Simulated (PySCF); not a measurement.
Compound: F2H2P2.
SMILES: `FP(F)P`

Theory: MP2 and CCSD/aug-cc-pVDZ in PySCF, restricted Hartree–Fock reference, frozen core, non-relativistic, gas phase, PBE0-D3(BJ)/def2-SVP geometry.

E(HF) = -881.58800 Eh.

(1) How large is the problem?

(2) What are the MP2 and CCSD correlation energies?

(3) What is the T1 diagnostic?

(4) How does correlation change the dipole moment?

Results:

(1) 118 basis functions and 50 electrons; 12 orbitals frozen, which leaves o = 13 correlated occupied and v = 93 virtual orbitals. That is o·v = 1209 singles and o·v(o·v + 1)/2 = 731445 distinct closed-shell doubles amplitudes before symmetry; the costliest CCSD step grows as o²v⁴ = 1.3 × 10^10.

(2) MP2 -0.6606 Eh and CCSD -0.6944 Eh, which gives totals of -882.24855 and -882.28239 Eh. That is 0.727 eV for each correlated electron at CCSD (1823 kJ/mol in all, 0.079 % of the total energy); MP2 gives 95.1 % of the CCSD value.

(3) 0.0166, below the customary warning level of 0.02. It is the norm of the spatial-orbital singles amplitudes over the root of the number of correlated electrons, so the norm is 0.085.

(4) HF gives 2.24 D and CCSD (unrelaxed density) 1.92 D, a change of -0.32 D.

No triples correction and no basis-set extrapolation were made.

The job also held the EOM ionisation and excitation roots. On one thread of an Arm Neoverse V1, on a shared host, this took 9.3 min of wall time and 1.6 GiB of memory at its peak.

The values belong to the conformer `[F:1][P:2]([F:3])[PH2:4]`: H–P4–P2–F1 174°, H–P4–P2–F1 81°.
